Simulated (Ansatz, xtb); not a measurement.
## Two isomers of C3H6F2O

Structure I: `COC(C)(F)F`, a singlet. Structure II: `CC(F)(F)CO`, a singlet. Both are isolated molecules in the gas phase, relaxed with B3LYP-D3(BJ)/def2-SVP; each stands in its lowest conformer found.

Task: Estimate E(II) − E(I) at the level CCSD(T)/def2-SVP + ΔMP2/def2-TZVPP.

Result: Calculated at CCSD(T)/def2-SVP + ΔMP2/def2-TZVPP: E(II) − E(I) = +1.05 kcal/mol, so structure I lies lower.

How the difference moves with the method:

```csv
level,geometry,E(II) − E(I) (kcal/mol),departure from the last row (kcal/mol),"job, with rough time for the two"
GFN2-xTB,GFN2-xTB,+9.56,+8.51,"optimisation, 0.16 s"
HF/STO-3G,GFN2-xTB,+12.11,+11.06,"single point, 0.56 s"
r2SCAN-D4/def2-SVP,GFN2-xTB,+4.71,+3.66,"single point, 4 s"
B3LYP-D3(BJ)/def2-SVP,B3LYP-D3(BJ)/def2-SVP,+4.02,+2.97,"optimisation, 34 s"
HF/def2-SVP,B3LYP-D3(BJ)/def2-SVP,+5.40,+4.34,part of the CCSD(T) run
MP2/def2-SVP,B3LYP-D3(BJ)/def2-SVP,+3.25,+2.20,part of the CCSD(T) run
CCSD(T)/def2-SVP,B3LYP-D3(BJ)/def2-SVP,+3.59,+2.53,single point
CCSD(T)/def2-SVP + ΔMP2/def2-TZVPP,B3LYP-D3(BJ)/def2-SVP,+1.05,,"single point, 47 s"
```

As drawn, II has 1 C–C, 1 O–H in place of 1 C–O, 1 C–H.

The levels shown agree on the order. The largest departure from CCSD(T)/def2-SVP + ΔMP2/def2-TZVPP is that of HF/STO-3G, 11.06 kcal/mol. The last row adds to CCSD(T) the change of the MP2 difference between the two basis sets, here −2.53 kcal/mol.

With thermal terms from frequencies at re-optimised GFN2-xTB minima (ideal gas, soft modes damped towards free rotors, one conformer each, 298.15 K, 1 atm): the zero-point term adds +0.28 kcal/mol; ΔH is +1.27 and ΔG +1.38 kcal/mol.

The correlated steps freeze 6 core orbitals. Programs: Ansatz 0.2.0, xtb 6.7.1; the last row on 2 threads of Intel(R) Xeon(R) Processor @ 2.70GHz on a shared host.
